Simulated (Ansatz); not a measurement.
# All-electron card of FeO

```
Fe O
1.0
     0.00000    2.15496    2.15496
     2.15496    0.00000    2.15496
     2.15496    2.15496    0.00000
Fe O
1 1
Cartesian
  0.0000 0.0000 0.0000
  2.1550 2.1550 2.1550
```

Atom numbers follow the list: Fe1, O2.

The cell was built from the rocksalt type and relaxed in the same program, and has space group Fm-3m; it needn't be a known or the stable phase.

Semilocal functionals without U often leave such compounds metallic or with too small a gap, and the real magnetic order may differ.

The magnetic state is the one reached from the start moments; no search over orders was made, so it needn't be the ground state.

All numbers are computed: DFT, PBE, all-electron LAPW, scalar-relativistic (Ansatz 0.2.0); DFT, PBE, PAW with Ansatz's default frozen-core files, scalar-relativistic (Ansatz 0.2.0); DFT, PBE, all-electron PAW with datasets made for the crystal, scalar-relativistic (Ansatz 0.2.0).

For LAPW: a Γ-centred 16×16×16 k mesh, Fermi–Dirac smearing of 0.08 eV, basis error target 1 meV/atom, spin-polarised from start moments Fe1 3 μB. PAW takes a cutoff of 420 eV at this cell. The crystal-made all-electron datasets (AE datasets) take a cutoff of 400 eV at this cell. The Ansatz runs share mesh, smearing and spin set-up. Values come from LAPW unless marked.

| Quantity | Value |
| --- | --- |
| Band gap | none: bands cross the Fermi level, a metal |
| Moment of the cell | 4.00 μB |
| Moments in the spheres | Fe1 3.62, O2 0.32 μB |
| Density of states at the Fermi level (0.2 eV bin) | 1.28 states/eV per cell |
| Löwdin charges (with 0.13 e of the cell spilling out of the atomic basis, so their sizes and signs hang on that basis) | Fe1 1.16, O2 -1.02 e |
| Bader charges (from the PAW run) | Fe1 +1.34, O2 -1.34 e |
| Contact hyperfine fields (crystal-made datasets) | Fe1 -19.4, O2 23.1 T, core polarisation included, positive along the moment of the spin-up electrons |
| Volume per atom | 10.01 Å³ |
| Pressure at this cell | -0.08 GPa |
